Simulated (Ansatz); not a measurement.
System: C4H3N2 (charge 0, doublet). It need not be the lowest isomer of its formula. 
Coordinates optimised at B3LYP-D3(BJ)/def2-TZVP (Ansatz, a program for electronic structure):
```xyz
9

C      0.9058    -1.0165    -0.0294
C      1.3400     0.3104    -0.0650
N      0.4288     1.2779    -0.0348
C     -0.8580     0.9288     0.0282
C     -1.2596    -0.3985     0.0623
N     -0.3238    -1.3601     0.0309
H      2.3832     0.5905    -0.1160
H     -1.5871     1.7302     0.0521
H     -2.3009    -0.6904     0.1134
```
Charge 0, spin multiplicity 2.

Q: Give the harmonic wavenumbers at B3LYP-D3(BJ)/def2-TZVP (Ansatz, finite differences of forces, unscaled).

A: 365, 437, 579, 708, 743, 838, 950, 961, 983, 1047, 1085, 1179, 1239, 1294, 1396, 1486, 1526, 1655, 3169, 3191, 3199 cm⁻¹. Zero-point energy 40.1 kcal/mol.

Q: From these and the geometry, give the ideal-gas thermochemistry at 298.15 K and 1 atm (rigid rotor, harmonic oscillator).

A: Point group Cs, rotational symmetry number 1. Rotational constants 6.908, 6.134, 3.249 GHz. S(trans) 39.02, S(rot) 25.26, S(vib) 3.78, S(elec, spin only) 1.38, S 69.4 cal/(mol K). H(298) - H(0) 3.19 kcal/mol; G - E(el) 22.6 kcal/mol.
